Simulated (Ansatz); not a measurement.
CH4FSi (SMILES C[SiH]F): name the method

CH4FSi: 7 atoms, total charge 0, spin state doublet. As SMILES, `C[SiH]F`. The shape is that of a PBE0-D4/def2-TZVP optimisation.

```xyz
7

C    -0.6535    0.3895   -0.2980
Si    0.9174   -0.5941   -0.1041
F     0.6407   -1.8128    0.9096
H    -1.4449   -0.2078   -0.7541
H    -0.4702    1.2609   -0.9317
H    -1.0007    0.7383    0.6796
H     2.0113    0.2260    0.4987
```

Orbital energies are those of the mean-field step.

A calculation with Ansatz 0.2.0 gave:

| Property | Result |
| --- | --- |
| total energy | -429.8570 Eh |
| HOMO energy | -5.58 eV |
| LUMO energy | -2.40 eV |
| ⟨S²⟩ | 0.751 |

Q: Which of these levels gave the numbers?
A. HF/3-21G
B. CCSD(T)/aug-cc-pVDZ
C. B3LYP/6-31G* (Cartesian functions)
D. HF/STO-3G

A: C. The others give -423.3488 Eh (HF/STO-3G), -426.3029 Eh (HF/3-21G), -429.0959 Eh (CCSD(T)/aug-cc-pVDZ).
